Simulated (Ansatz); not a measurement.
Species: C₂H₂, SMILES `C#C` (charge 0, multiplicity 1).

Give a relaxed geometry from B3LYP-D3(BJ)/def2-TZVP (Ansatz, a quantum-chemistry and plane-wave program).

the end point of this relaxation (outside a Z-matrix the atoms follow the SMILES, hydrogens last).
Cartesian coordinates (Å) in one orientation:
```xyz
4

C      0.593     0.000     0.144
C     -0.593     0.000     0.304
H      1.646     0.000     0.001
H     -1.646     0.000     0.447
```
